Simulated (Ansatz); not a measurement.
hcp Ti was calculated with r²SCAN-D4 (Ansatz, an electronic-structure program, plane waves, PAW).

Run with plane-wave cutoff 560 eV, 24×24×12 k mesh (along the axes of the cell as run), Fermi–Dirac smearing 0.05 eV, no spin polarisation, scalar-relativistic PAW data made under PBE.

Computed points:

| V (Å³/atom) | E − E_lowest (meV/atom) | P (GPa) |
|---|---|---|
| 16.534 | 10.79 | 5.18 |
| 16.878 | 2.62 | 2.47 |
| 17.222 | 0.00 | 0.00 |
| 17.567 | 2.47 | -2.26 |
| 17.911 | 9.59 | -4.33 |

Problem. Estimate the bulk modulus and its pressure derivative from these points.

Solution. V0 = 17.222 Å³/atom, B0 = 118 GPa, B′ = 3.5 (fit to the energies at full precision).

Shape and atoms are relaxed at each volume.

Measured, for comparison: bulk modulus 108 GPa (zero-point energy and finite temperature contributions removed; as tabulated in doi:10.1021/acs.jctc.3c00612). Computed (rounded) less measured: bulk modulus +9 %.

Note: the bulk modulus comes from volumes at which shape and atoms were relaxed.

Static lattice: no zero-point or thermal effects.
